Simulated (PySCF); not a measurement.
Where the electron goes

C₅H₁₂N (charge +1).
Cartesian coordinates in Å at the GFN2-xTB level; atoms count from 1:
```xyz
18
C5H12N angstrom
C      2.323    0.112   -0.607
C      1.799   -0.074    0.590
C      0.367   -0.391    0.920
N     -0.570   -0.179   -0.213
C     -1.837   -0.904   -0.022
C     -0.811    1.257   -0.442
H      3.374    0.310   -0.715
H      1.773    0.081   -1.535
H      2.431   -0.035    1.466
H      0.037    0.225    1.761
H      0.310   -1.438    1.233
H     -0.101   -0.557   -1.046
H     -1.657   -1.975    0.058
H     -2.505   -0.726   -0.863
H     -2.324   -0.561    0.890
H     -1.371    1.671    0.395
H     -1.386    1.404   -1.354
H      0.136    1.786   -0.528
```

The calculation used PySCF 2.14.0, density-fitted response routines, TDDFT PBE0/def2-SVPD, vertical, gas phase, core orbitals frozen in the response.

Kohn–Sham orbitals with the atoms that hold most of them (Löwdin shares over 4%, at most four atoms; ? is withheld):

| orbital | ε (eV) | atoms |
| --- | --- | --- |
| HOMO-3 | -16.06 | C6 28%, C5 22%, H18 15%, H13 11% |
| HOMO-2 | -15.88 | C1 17%, C3 16%, C2 16%, N4 10% |
| HOMO-1 | -14.48 | ? |
| HOMO | ? | ? |
| LUMO | -4.29 | C2 28%, C1 27%, C3 8%, H8 7% |
| LUMO+1 | -4.04 | H12 16%, C1 13%, N4 10%, C5 9% |
| LUMO+2 | -3.07 | H10 15%, H12 11%, C3 10%, H15 9% |

Question: Give the leading atoms of the HOMO.

Answer: C1 (bonded to C and 2 H) 39%; C2 (bonded to 2 C and H) 38%; C3 (bonded to C, N and 2 H) 7%.

Question: Which atoms hold the HOMO-1, and with what shares?

Answer: C1 (bonded to C and 2 H) 25%; C2 (bonded to 2 C and H) 21%; C3 (bonded to C, N and 2 H) 12%; H7 (bonded to C) 12%. By element: carbon 58% or more, hydrogen 12% or more.

Question: What is the HOMO energy, and the HOMO–LUMO gap?

Answer: ε(HOMO) = -12.19 eV; the gap is 7.90 eV (0.2902 hartree).

Question: The HOMO–LUMO gap is 7.90 eV. Where does the response calculation put the lowest singlet, and from which orbitals?

Answer: S1 is at 6.88 eV (f = 0.014), 1.02 eV below the gap, made of HOMO→LUMO+1 (62%), HOMO→LUMO (36%). Its leading pair isn't HOMO and LUMO; the energies of that pair differ by 8.15 eV. 

Next come S2 at 7.63 eV (f 0.251), HOMO→LUMO (57%), HOMO→LUMO+1 (33%); S3 at 7.97 eV (f 0.017), HOMO→LUMO+2 (89%); S4 at 8.34 eV (f 0.0018), HOMO-1→LUMO (85%), HOMO-1→LUMO+1 (12%); S5 at 8.62 eV (f 0.022), HOMO→LUMO+3 (72%), HOMO→LUMO+5 (16%).

Löwdin shares depend on the basis, the more so with diffuse functions.

The run took 31 s wall on one thread of an Arm Neoverse V1, no GPU (shared host), and the process peaked at 0.87 GiB of memory.

One conformer stands for the species.
